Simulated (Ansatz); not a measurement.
**bcc Cs**

These are PBEsol-D3(BJ) (Ansatz, a quantum-chemistry and plane-wave program, plane waves, PAW) values and carry that method's errors.

Settings: plane-wave cutoff 520 eV, 14×14×14 k mesh, Fermi–Dirac smearing 0.05 eV, scalar-relativistic PAW data made under PBE.

Cell: relaxed at this level.

For bcc Cs, the volume per atom is 99.28 Å³/atom and the bulk modulus is 2.22 GPa. The lattice constant a comes out as 5.834 Å and the band gap is zero (no gap). The pressure derivative B′ of the bulk modulus comes out as 3.0.

Measured, for comparison: equilibrium volume per atom 110.12 Å³/atom, lattice constant a 6.039 Å (low-temperature or extrapolated to 0 K; zero-point anharmonic expansion removed; as tabulated in Csonka et al. (2009), arXiv:0903.4037); bulk modulus 2.11 GPa (corrected for temperature and zero-point phonon effects, our sources range from 2.11 to 2.35; as tabulated in Levämäki et al. (2014), arXiv:1402.3671). Computed (rounded) less measured: equilibrium volume per atom -9.8 %, bulk modulus +5 % (inside the range of the sources held), lattice constant a -3.4 %.

Spin–orbit coupling is not included.

Computed values are for the static lattice.
